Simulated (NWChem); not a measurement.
Polarisability of CH$_{3}$ (+1)

```
C
H 1 1.1041
H 1 1.1041 2 120.00
H 1 1.1041 2 120.00 3 180.00
```
Charge +1, spin multiplicity 1.

All runs are NWChem calculations. Structure: optimised with PBE0/def2-SVP, a minimum by its harmonic frequencies.

Basis set: Sadlej pVTZ. Static limit.

The correlated methods keep 1 core orbital frozen. B3LYP has NWChem's definition, with VWN1-RPA local correlation. The spin multiplicity of the parent species was assumed, not shown to be that of its ground state. The structure started from a generated list of species. Coupled-cluster values serve here as a point of comparison, not as the truth.

Q: Order these methods by the isotropic polarisability they give, lowest first: B3LYP, CCSD linear response, HF, PBE.

A: HF (8.82 bohr³), CCSD linear response (8.95 bohr³), B3LYP (9.06 bohr³), PBE (9.16 bohr³)
